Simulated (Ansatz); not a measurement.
# AlHCl+ (quintet): wave-function methods side by side, cc-pVDZ

Aim: climb from Hartree-Fock through coupled cluster for AlHCl+ (quintet) at one geometry and basis, and see what each rung misses.

Method: cc-pVDZ, core rule «outside noble gas», up to 10 orbitals frozen; program: Ansatz 0.2.0, Gaussian basis.

The runs, in order: UHF; CCSD(T) on ROHF; CCSD(T) on UHF; BCCD(T) on ROHF; CISD; CCSDT(Q) on ROHF; CCSDT(Q) on UHF; CCSDTQ on ROHF; CCSDTQ on UHF.

17 further runs of the same task are left out: 11 for a known fault of the program, 1 that didn't finish, 5 set aside as unsound or not needed.

**1. The geometry**

The geometry is a PBE0/def2-TZVP stationary point (not a proven minimum) of the parent state, kept for this charge and spin.

3 atoms, charge 1, spin multiplicity 5.

Atoms are counted from 1 here; the program's logs count them from 0.

Bond lengths: Al1–Cl2 2.197 Å, Al1–H3 1.817 Å. Angles: Cl2–Al1–H3 63.0°.

**2. UHF**

File in.yaml:

```yaml
crystal:
  periodic: [false, false, false]
  atoms:
    - {symbol: Al, position_ang: [0.000000, -0.050236, 1.239922]}
    - {symbol: Cl, position_ang: [0.000000, -0.006816, -0.956330]}
    - {symbol: H, position_ang: [0.000000, 1.584516, 0.446218]}
basis:
  gaussian: {orbitals: cc-pVDZ}
total_charge: 1
magnetization: {spin_polarized: true, initial_magnetization: 4}
hamiltonian: {xc: hf}
output: {orbitals: {seedname: orbitals}}
```

Launch:

```bash
ansatz run in.yaml --threads 1 --pin off --events-out ev --progress --plain --max-ram 4096MiB --backend cpu
```

Further steps of the session: CCSD(T) on ROHF; CCSD(T) on UHF; BCCD(T) on ROHF; CISD; CCSDT(Q) on ROHF; CCSDT(Q) on UHF; CCSDTQ on ROHF; CCSDTQ on UHF.

**Question.** What will the summary of the whole plan be? Wanted: UCCSDTQ below the RHF energy; RMP2 from UCCSDTQ; UMP2 from UCCSDTQ; RCCSD from UCCSDTQ; RCCSD(T) from UCCSDTQ; UCCSD(T) from UCCSDTQ; RCCSDT(Q) from UCCSDTQ; UCCSDT(Q) from UCCSDTQ; T1 diagnostic.

**Answer**, as computed:

```
                         quantity                                                                       value
     UCCSDTQ below the RHF energy                                                                  -4.4051 eV
                RMP2 from UCCSDTQ                                                             +16.98 kcal/mol
                UMP2 from UCCSDTQ                                                             +17.19 kcal/mol
               RCCSD from UCCSDTQ                                                              +2.60 kcal/mol
            RCCSD(T) from UCCSDTQ                                                              +0.64 kcal/mol
            UCCSD(T) from UCCSDTQ                                                              +0.61 kcal/mol
           RCCSDT(Q) from UCCSDTQ                                                              +0.04 kcal/mol
           UCCSDT(Q) from UCCSDTQ                                                              +0.01 kcal/mol
levels within 1 kcal/mol (43 meV)  RCCSD(T), UCCSD(T), BCCD(T), RCCSDT, UCCSDT, RCCSDT(Q), UCCSDT(Q), RCCSDTQ
                    T1 diagnostic                                                                       0.024
```

**Reading.** RCCSD(T) misses by +0.64 kcal/mol, 0.6 % of the correlation energy. These misses are within one basis, not against nature; the frozen cores of restricted and unrestricted runs differ, which can shift their rows.
